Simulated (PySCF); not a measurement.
# Spin-rotation constants: `[AlH2][Cl]`, AlClH₂

Cartesian coordinates in Å; atom numbers follow the order of the lines, from 1:
```xyz
4

Al   -0.5187   -0.0240    0.0347
Cl    1.5833   -0.1600    0.0298
H    -1.1583    1.4197    0.0434
H    -1.3407   -1.3722    0.0312
```

Computed with PySCF, GIAO KT3/pcSseg-1 magnetisability, rotational g tensor and spin-rotation constants, non-relativistic, gas phase. Geometry: PBE0-D3(BJ)/def2-SVP.

**Question.** Give the nuclear spin-rotation constants along the inertial axes (H = +C I·J) beside the isotropic shieldings.

**Answer.** Rotational constants 128.1090, 6.7583, 6.4196 GHz.
| atom | isotope | Caa (kHz) | Cbb (kHz) | Ccc (kHz) | mean (kHz) | σ (ppm) |
| --- | --- | --- | --- | --- | --- | --- |
| Al1 | 27Al | 101.909 | 4.262 | 4.151 | 36.774 | 355.9 |
| Cl2 | 35Cl | 17.825 | 2.136 | 0.482 | 6.814 | 849.7 |
| H3 | 1H | -6.613 | 0.036 | -0.447 | -2.342 | 26.4 |
| H4 | 1H | -6.597 | 0.035 | -0.448 | -2.337 | 26.4 |

For the geometry as given, no vibrational averaging.

**Question.** How do the rotational constants and the g tensor change when H3, H4 are replaced by deuterium?

**Answer.** Constants 64.1037, 6.1983, 5.6518 GHz; g -0.4360, -0.0310, -0.0408, against -0.8713, -0.0333, -0.0458 before.
